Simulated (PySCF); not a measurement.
## Other spins and charges of GeH3, doublet at one geometry

Geometry (PBE0/def2-TZVP stationary point for this spin, not checked as a minimum):

```xyz
4

Ge    0.0000    0.0000   -0.0187
H     1.4650    0.0169    0.4526
H    -0.7483    1.2611    0.4484
H    -0.7191   -1.2778    0.4488
```

Basis 6-31G (Cartesian d functions); PySCF 2.14.0. Only valence electrons are correlated (noble-gas cores and the filled d shells of p-block atoms frozen). Prefix R: restricted or restricted open-shell reference. No spin–orbit coupling is included, and no scalar relativity.

Gaps are energies of the second state less the first, at fixed atoms, for a selection of the levels run; mean-field and cluster levels share one orbital occupation for each state, and full CI takes the lowest of the symmetries tried.

HF rows: RHF is the determinant under the cluster runs. The determinant for coupled cluster was chosen by a search with trial CCSD, here up to 0.21 eV above the lowest Hartree–Fock solution of its kind, and MP2 stands on that determinant too.

Q: PBE gives 8.418 eV for quartet less doublet. Estimate what full CI gives in 6-31G.

A: Full CI in 6-31G gives 8.622 eV, so against it PBE is off by -0.204 eV, of which a good part can be the reference's own basis and frozen-core error.

```
   level  gap (eV)  error (meV)
     RHF     8.431         -191
    RMP2     8.642           20
   RCCSD     8.667           45
RCCSD(T)     8.658           36
  RCCSDT     8.629            7
  r2SCAN     8.565          -57
    PBE0     8.585          -37
   B3LYP     8.669           47
 wB97M-V     8.861          239
  B2PLYP     8.744          122
```

Removing an electron, to the singlet: 8.219 eV at full CI (doublet A', singlet ion A', in Cs).

```
   level  gap (eV)  error (meV)
     RHF     8.243           24
    RMP2     8.241           22
   RCCSD     8.219            0
RCCSD(T)     8.220            1
  RCCSDT     8.219            0
     PBE     8.655          436
  r2SCAN     8.844          625
    PBE0     8.734          515
   B3LYP     8.727          508
 wB97M-V     8.591          372
   HSE06     8.734          515
  B2PLYP     8.511          292
```

Q: PBE gives 12.204 eV for removing an electron, to the triplet. Estimate what full CI gives in 6-31G.

A: Full CI in 6-31G gives 11.909 eV, so against it PBE is off by 0.295 eV, of which a good part can be the reference's own basis and frozen-core error.

```json
{"level": "RMP2", "gap (eV)": "11.944", "error (meV)": "35"}
{"level": "RCCSD", "gap (eV)": "11.916", "error (meV)": "7"}
{"level": "RCCSD(T)", "gap (eV)": "11.912", "error (meV)": "3"}
{"level": "RCCSDT", "gap (eV)": "11.909", "error (meV)": "0"}
{"level": "r2SCAN", "gap (eV)": "12.310", "error (meV)": "401"}
{"level": "PBE0", "gap (eV)": "12.348", "error (meV)": "439"}
{"level": "B3LYP", "gap (eV)": "12.384", "error (meV)": "475"}
{"level": "wB97M-V", "gap (eV)": "12.406", "error (meV)": "497"}
{"level": "B2PLYP", "gap (eV)": "12.207", "error (meV)": "298"}
```

In so small a basis the reference is far from its limit while semilocal and hybrid functionals are nearer theirs (RPA and double hybrids share part of the reference's basis error), so the functionals' errors here hold much of the reference's basis and frozen-core error, which can add to them or hide them. The set has no polarisation functions, which weighs most on the reference.

Full CI is exact within this basis and frozen core; it isn't the basis-set limit.
